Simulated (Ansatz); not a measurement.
**Structure relaxation of Cs3Ag**

Theory: Ansatz, DFT PBE, scalar-relativistic, plane waves, PAW.

The start puts Cs3Ag on the Cu3Au (L1_2) structure type (Pm-3m, No. 221), with Ag in place of Au, Cs in place of Cu, at a guessed volume.

Input of the last, converged step (default PAW datasets):

```yaml
crystal:
  lattice:
    - [6.5064134879, 0.0, 0.0]
    - [0.0, 6.5064134879, 0.0]
    - [0.0, 0.0, 6.5064134879]
  atoms:
    - { symbol: Cs, position: [0.0, 0.5, 0.5] }
    - { symbol: Cs, position: [0.5, 0.0, 0.5] }
    - { symbol: Cs, position: [0.5, 0.5, 0.0] }
    - { symbol: Ag, position: [0.0, 0.0, 0.0] }
basis:
  ecutwfc: 420
kpoints:
  mp_grid: { grid: [8, 8, 8] }
hamiltonian:
  xc: pbe
scf:
  occupations: { method: gaussian, width: 0.1 }
output:
  forces: true
  stress: true
  eigenvalues: true
relax:
  adjacent_minimum: "off"
  f_tol: 0.01
  max_steps: 80
  cell: { stress_tol: 0.05 }
```

Launched as:

```bash
ansatz run input.yaml --threads 1 --pin off --max-ram 2560MiB --backend cpu --events-out ev --progress --plain --runs-dir out
```

It took 30 s on 1 thread of Arm Neoverse V2, with other jobs on the host, peak memory 0.56 GiB.

End of the output:

```
SCF converged after 5 iterations
Free energy (F): -24602.330714 eV
Harris-Foulkes:  -24602.330714 eV  (|F-HF|=7.28e-12)
Internal energy: -24602.320725 eV  (E = F + TS)
E sigma→0 (E₀):  -24602.325719 eV
Entropy (-TS):   -0.009989 eV (-2.497 meV/atom)
Fermi energy:    4.425664 eV
--- Per-component energies (eV) ---
  E_band       = -687.727137
  E_kinetic    = 952.360089
  E_local      = -5369.169873  (includes V_loc(G=0)·N_el)
  E_nonlocal   = 171.615971
  E_hartree    = 2321.842168
  E_xc         = -703.971027
  E_vxc        = -608.898002  (∫ρ·V_xc dr)
  E_paw        = -19103.993957  (= ΣΔE_a)
  E_vpaw       = -477.319920  (= ΣTr[D̂ρ^β])
  E_aug_tail   = 0.000309  (compensation charges beyond the density's cutoff)
  E_ewald      = -2871.004404
  E_smearing   = -0.009989  (= −TS)
  E_closure    =  0.000000  (closes the sum)
  Σ components = -24602.330714   (vs F -24602.330714, Δ=0.00e0)
--- Forces (eV/Å), atoms counted from 1 ---
  atom   1  Cs     0.00000000     0.00000000     0.00000000
  atom   2  Cs     0.00000000     0.00000000     0.00000000
  atom   3  Cs     0.00000000     0.00000000     0.00000000
  atom   4  Ag     0.00000000     0.00000000     0.00000000
  max |Σ_I F_I| component: 3.19e-29 eV/Å
--- Stress (GPa, compression-positive) ---
        0.047812       0.000000       0.000000
        0.000000       0.047812       0.000000
        0.000000       0.000000       0.047812
  P = ⅓ Tr σ = 0.0478 GPa (0.478 kbar)
--- Relaxed structure (1 steps of the walk, 1 accepted, 1 SCFs on fresh bases) ---
  F+E_penalty+E_count = -24602.33071368 eV   max|allowed force component| = 7.445e-30 eV/Å   (the final SCF, on the basis selected at the relaxed cell)
  cell:  # Å, volume = 275.4387 Å³
    - [6.506413, 0.0, 0.0]
    - [0.0, 6.506413, 0.0]
    - [0.0, 0.0, 6.506413]
  atoms:
    - { symbol: Cs, position: [0.0, 0.5, 0.5] }
    - { symbol: Cs, position: [0.5, 0.0, 0.5] }
    - { symbol: Cs, position: [0.5, 0.5, 0.0] }
    - { symbol: Ag, position: [0.0, 0.0, 0.0] }
```

Total energies depend on the potentials used, so only differences within one code and one set of settings carry meaning.

The result has space group Pm-3m (No. 221). Around Cs lie 4 Ag at 4.60 Å and 8 Cs at 4.60 Å; around Ag lie 12 Cs at 4.60 Å.

Against the elements it lies at 0.13 eV/atom. Energies over the elements count from the elements' standard structures at the same level, with no empirical corrections.

For metals, differences of a few meV/atom aren't resolved.

Symmetry constrained the relaxation, so the result can be a saddle point.